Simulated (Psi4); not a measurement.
**CH6N+ (SMILES C[NH3+]) at wB97M-V/def2-TZVP**

What is the energy change on altering one bond length of CH6N+ at wB97M-V/def2-TZVP? 

The results are computed with Psi4 1.11.

2 further runs of the same task are left out: 2 that didn't finish.

### 1 The system as given

The species is CH6N+ (8 atoms), meant as a singlet with charge +1. SMILES: `C[NH3+]`. The coordinates come from a PBE0-D4/def2-TZVP relaxation.

Bond lengths: C1–N2 1.497 Å, C1–H3 1.087 Å, C1–H4 1.088 Å, C1–H5 1.087 Å, N2–H6 1.023 Å, N2–H7 1.023 Å, N2–H8 1.023 Å. Some angles: C1–N2–H6 111.4°, C1–N2–H7 111.4°, C1–N2–H8 111.4°, N2–C1–H3 108.5°, N2–C1–H4 108.5°, N2–C1–H5 108.5°, H6–N2–H7 107.4°, H6–N2–H8 107.4°, H7–N2–H8 107.4°, H3–C1–H4 110.4°.

### 2 A single-point energy at wB97M-V/def2-TZVP

File job.dat:

```
memory 1600 mb

molecule m {
  1 1
  C     -0.225100     0.293000    -0.663400
  N      0.218700    -0.284600     0.644500
  H     -0.041000    -0.440800    -1.444600
  H     -1.286800     0.519400    -0.597800
  H      0.345600     1.199300    -0.851500
  H      0.065500     0.371300     1.413900
  H      1.214900    -0.515300     0.632300
  H     -0.291800    -1.142300     0.866700
  symmetry c1
  no_reorient
  no_com
}

set {
  puream               true
  e_convergence        1e-09
  d_convergence        1e-08
  scf_type             pk
  dft_radial_points    99
  dft_spherical_points 590
}

result, w = energy('wb97m-v/def2-TZVP', return_wfn=True)
print_variables()
```

Run with:

```
$ psi4 -i job.dat -o job.out -n 1
```

job.out:

```text
[...]
  Running in c1 symmetry.
[...]
  Nuclear repulsion =   47.967518291850354
[...]
  Multiplicity = 1
[...]
  Nalpha       = 9
  Nbeta        = 9
[...]
    Number of basis functions: 98
[...]
   @RKS iter   1:   -96.09184774738605   -2.26043e-03   4.59762e-03 ADIIS/DIIS
[...]
   @RKS iter  10:   -96.18884815354363   -1.52056e-12   1.77947e-09 DIIS
[...]
    Orbital Energies [Eh]
    ---------------------
    Doubly Occupied:
       1A    -14.849022     2A    -10.601936     3A     -1.349837
       4A     -1.053875     5A     -0.915113     6A     -0.915088
       7A     -0.811836     8A     -0.725771     9A     -0.725724
[...]
  @RKS Final Energy:   -96.18884815354363
   => Energetics <=
    Nuclear Repulsion Energy =             47.9675182918503538
    One-Electron Energy =                -218.2969838440164949
    Two-Electron Energy =                  83.9597324152483679
    DFT Exchange-Correlation Energy =      -9.8922914337581407
    Empirical Dispersion Energy =           0.0000000000000000
    VV10 Nonlocal Energy =                  0.0731764171322934
    Total Energy =                        -96.1888481535436313
[...]
 Multipole Moments:
 ------------------------------------------------------------------------------------
     Multipole            Electronic (a.u.)      Nuclear  (a.u.)        Total (a.u.)
 ------------------------------------------------------------------------------------
 L = 1.  Multiply by 2.5417464519 to convert [e a0] to [Debye]
 Dipole X            :         -0.0727063            0.3528119            0.2801055
 Dipole Y            :          0.0940055           -0.4584476           -0.3644421
 Dipole Z            :         -0.2142507            1.0395383            0.8252877
 Magnitude           :                                                    0.9446570
[...]
```

Run time: 6.2 min. Hardware: 1 thread of AMD EPYC (Zen 3), shared host; peak memory 0.94 GiB.

### 3 The distorted shape, same level

File input.in:

```
memory 1600 mb

molecule geom {
  1 1
  C
  N 1 1.497058
  H 1 1.087487 2 108.48527
  H 1 1.087551 3 110.43011 2 -118.76609
  H 1 1.08741 3 110.44299 4 -122.45429
  H 2 1.022571 1 111.43576 5 59.97716
  H 2 1.8407 6 107.43492 1 122.32761
  H 2 1.022562 6 107.44058 1 -122.33606
  symmetry c1
}

set {
  puream true
  e_convergence 1e-09
  d_convergence 1e-08
  scf_type pk
  dft_radial_points 99
  dft_spherical_points 590
}

result, w = energy("wb97m-v/def2-TZVP", return_wfn=True)
```

Run with:

```
$ psi4 -n 1 input.in input.out
```

input.out:

```text
[...]
  Running in c1 symmetry.
[...]
  Nuclear repulsion =   45.690512465748718
[...]
  Multiplicity = 1
[...]
  Nalpha       = 9
  Nbeta        = 9
[...]
    Number of basis functions: 98
[...]
   @RKS iter   1:   -95.89699692323816   -1.49454e-01   5.27858e-03 DIIS/ADIIS
[...]
   @RKS iter  11:   -96.05204232329100   -1.84741e-11   5.73104e-09 DIIS
[...]
    Orbital Energies [Eh]
    ---------------------
    Doubly Occupied:
       1A    -14.842424     2A    -10.589377     3A     -1.292072
       4A     -1.027743     5A     -0.885070     6A     -0.808966
       7A     -0.770021     8A     -0.710924     9A     -0.671423
[...]
  @RKS Final Energy:   -96.05204232329100
   => Energetics <=
    Nuclear Repulsion Energy =             45.6905124657487178
    One-Electron Energy =                -214.2467156161714854
    Two-Electron Energy =                  82.1904259754221016
    DFT Exchange-Correlation Energy =      -9.7592012775558405
    Empirical Dispersion Energy =           0.0000000000000000
    VV10 Nonlocal Energy =                  0.0729361292655023
    Total Energy =                        -96.0520423232910048
[...]
 Multipole Moments:
 ------------------------------------------------------------------------------------
     Multipole            Electronic (a.u.)      Nuclear  (a.u.)        Total (a.u.)
 ------------------------------------------------------------------------------------
 L = 1.  Multiply by 2.5417464519 to convert [e a0] to [Debye]
 Dipole X            :          0.0418693           -0.5014868           -0.4596176
 Dipole Y            :         -0.0243330            0.2898163            0.2654833
 Dipole Z            :          1.0396025            0.0281504            1.0677528
 Magnitude           :                                                    1.1924034
[...]
```

Run time: 6.9 min. Hardware: 1 thread of AMD EPYC (Zen 3), shared host; peak memory 0.92 GiB.

### 4 Results

At wB97M-V/def2-TZVP:

```
                                                         quantity         value
                                        first shape: total energy  -96.18885 Eh
                                         first shape: HOMO energy     -19.75 eV
                                         first shape: LUMO energy      -3.86 eV
                                       first shape: HOMO–LUMO gap      15.89 eV
                                    distorted shape: total energy  -96.05204 Eh
                                     distorted shape: HOMO energy     -18.27 eV
                                     distorted shape: LUMO energy      -7.93 eV
                                   distorted shape: HOMO–LUMO gap      10.34 eV
energy change with the N2–H7 bond stretched from 1.023 to 1.841 Å      3.723 eV
```

With the N2–H7 bond stretched from 1.023 to 1.841 Å the energy rises by 3.72 eV (86 kcal/mol). The first shape isn't relaxed at this level, so the change isn't measured from a minimum.
